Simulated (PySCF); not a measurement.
**AlC−: bond curves at several levels of theory**

The task here is to estimate one member of a computed series from the others.

The runs use PySCF 2.14.0; Al def2-SVPD, C def2-SVPD, no relativity.

2 further runs of the same task are left out: 2 set aside as unsound or not needed.

The first run:

A driver script around PySCF takes these settings:

* atoms: Al, C
* charge: -1
* basis: Al def2-SVPD, C def2-SVPD
* Hamiltonian: no relativity
* basis functions: 44
* electrons treated: 20
* masses in u: 26.9815, 12.0000
* levels: PBE0, PBE, r²SCAN, revPBE, M06-L, TPSSh, HF, MP2, SCS-MP2, CCSD, CCSD(T)
* grid: 80 radial by 434 angular points
* occupations: held fixed by the projection of orbital angular momentum
* dissociation limit: Al + C−, each in its ground configuration
* starting distance in angstrom: 2.005
* values of 2S to try: 0, 2, 4

Launch:

```console
> OMP_NUM_THREADS=1 python dia.py task.json out
```

Steps of the session up to this table: The job; First curve: PBE0; Other states along the same grid; PBE (GGA); r²SCAN; revPBE (GGA); M06-L (meta-GGA); TPSSh (hybrid meta-GGA); ROHF; MP2 and coupled cluster.

One table of the session follows, with a row left open; its other results are not shown here.

Energy (eV) from each level's lowest point:

```
R (Å)   ROHF  ROHF-MP2  ROHF-SCS-MP2  ROHF-CCSD  ROHF-CCSD(T)
1.614  0.777     0.972         0.967        n/a           n/a
1.689  0.301     0.442         0.438      0.442         0.479
1.764  0.063     0.144         0.142      0.144         0.167
1.821  0.000     0.035         0.034      0.035         0.047
1.877  0.013     0.000         0.000      0.000         0.000
1.933  0.083     0.022         0.023      0.021         0.010
2.008      ?         ?             ?          ?             ?
2.102  0.512     0.315         0.316      0.295         0.251
2.215  0.890     0.620         0.616      0.562         0.502
2.365  1.416     1.092         1.075        n/a           n/a
```

Estimate the missing values for R (Å) = 2.008.

Worked estimate for «ROHF». A straight line through the neighbours (1.933, 0.083) and (2.102, 0.512) gives 0.083 + (0.512 − 0.083) × (2.008 − 1.933) / (2.102 − 1.933) = 0.273; a parabola fitted to 4 rows on both sides gives 0.251.

**Answer.** ROHF: 0.242; ROHF-MP2: 0.119; ROHF-SCS-MP2: 0.120; ROHF-CCSD: 0.113; ROHF-CCSD(T): 0.087. In «ROHF» the line misses by +0.031 and the parabola by +0.009.

Caveats from the session: Lowest PBE0 solution found, without spin–orbit coupling: ³Π (triplet), unpaired electrons σ ↑, π ↑. Warnings in the runs' records: inverted.
